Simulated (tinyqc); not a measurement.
Hueckel theory of the pi electrons with the omega technique, for the molecule c1ccccc1 (SMILES; centres numbered as the heavy atoms are written), step by step. One step of it, computed by the program tinyqc.

Question. Energy, charges, bond orders. E = sum n x; q_r = z_r - P_rr; bond order p = P_rs; free valence = sqrt(3) - sum of p over the bonds of the atom.

x values: [2.000000, 1.000000, 1.000000, -1.000000, -1.000000, -2.000000]

occupations: [2.000000, 2.000000, 2.000000, 0.000000, 0.000000, 0.000000]

charge and bond-order matrix P, order 1C, 2C, 3C, 4C, 5C, 6C:
$$\begin{pmatrix}
1.000000 & 0.666667 & 0.000000 & -0.333333 & 0.000000 & 0.666667 \\
0.666667 & 1.000000 & 0.666667 & 0.000000 & -0.333333 & 0.000000 \\
0.000000 & 0.666667 & 1.000000 & 0.666667 & 0.000000 & -0.333333 \\
-0.333333 & 0.000000 & 0.666667 & 1.000000 & 0.666667 & 0.000000 \\
0.000000 & -0.333333 & 0.000000 & 0.666667 & 1.000000 & 0.666667 \\
0.666667 & 0.000000 & -0.333333 & 0.000000 & 0.666667 & 1.000000
\end{pmatrix}$$

Centres:
```
centre  z_r, pi electrons of the neutral centre         h
1C                                            1  0.000000
2C                                            1  0.000000
3C                                            1  0.000000
4C                                            1  0.000000
5C                                            1  0.000000
6C                                            1  0.000000
```

Bonds:
```
i  j  k
1  2  1
2  3  1
3  4  1
4  5  1
5  6  1
6  1  1
```

Give: pi energy = 6 alpha + this times beta; pi charges; Bond orders and lengths from R = 1.517 - 0.180 p; free valence of the carbons; gap between the highest filled and the next level.

Answer.

pi energy = 6 alpha + this times beta = 8.0000

pi charges: 1C 0.0000, 2C 0.0000, 3C 0.0000, 4C 0.0000, 5C 0.0000, 6C 0.0000

Bond orders and lengths from R = 1.517 - 0.180 p (angstrom, C-C alone):
```
bond       p       R
1-2   0.6667  1.3970
2-3   0.6667  1.3970
3-4   0.6667  1.3970
4-5   0.6667  1.3970
5-6   0.6667  1.3970
6-1   0.6667  1.3970
```

free valence of the carbons: 1C 0.3987, 2C 0.3987, 3C 0.3987, 4C 0.3987, 5C 0.3987, 6C 0.3987

gap between the highest filled and the next level = 2.0000 |beta|
